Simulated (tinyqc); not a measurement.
Extended Hueckel theory, for CH4-, step by step. The parameters take no account of the charge, which enters only through the electron count, and nothing here shows that the anion is bound. One step of it, computed by the program tinyqc.

Task: Wolfsberg-Helmholz matrix. H_ij = K' S_ij (H_ii + H_jj)/2 for i != j (the diagonal keeps H_ii), with K' = K + D^2 + D^4 (1 - K), D = (H_ii - H_jj)/(H_ii + H_jj), K = 1.5.

overlap S, lower triangle:
```
           1C 2s     1C 2px     1C 2py     1C 2pz     2H 1s     3H 1s     4H 1s     5H 1s
1C 2s   1.000000
1C 2px  0.000000   1.000000
1C 2py  0.000000   0.000000   1.000000
1C 2pz  0.000000   0.000000   0.000000   1.000000
2H 1s   0.501422   0.286885   0.286885   0.286885  1.000000
3H 1s   0.501422   0.286885  -0.286885  -0.286885  0.154713  1.000000
4H 1s   0.501422  -0.286885   0.286885  -0.286885  0.154713  0.154713  1.000000
5H 1s   0.501422  -0.286885  -0.286885   0.286885  0.154713  0.154713  0.154713  1.000000
```

diagonal H_ii (eV): 1C 2s -21.400000, 1C 2px -11.400000, 1C 2py -11.400000, 1C 2pz -11.400000, 2H 1s -13.600000, 3H 1s -13.600000, 4H 1s -13.600000, 5H 1s -13.600000

K = 1.500000

Give: H.

Result:

H (eV), lower triangle:
```
           1C 2s    1C 2px    1C 2py    1C 2pz     2H 1s     3H 1s     4H 1s     5H 1s
1C 2s   -21.4000
1C 2px    0.0000  -11.4000
1C 2py    0.0000    0.0000  -11.4000
1C 2pz    0.0000    0.0000    0.0000  -11.4000
2H 1s   -13.5873   -5.4067   -5.4067   -5.4067  -13.6000
3H 1s   -13.5873   -5.4067    5.4067    5.4067   -3.1561  -13.6000
4H 1s   -13.5873    5.4067   -5.4067    5.4067   -3.1561   -3.1561  -13.6000
5H 1s   -13.5873    5.4067    5.4067   -5.4067   -3.1561   -3.1561   -3.1561  -13.6000
```
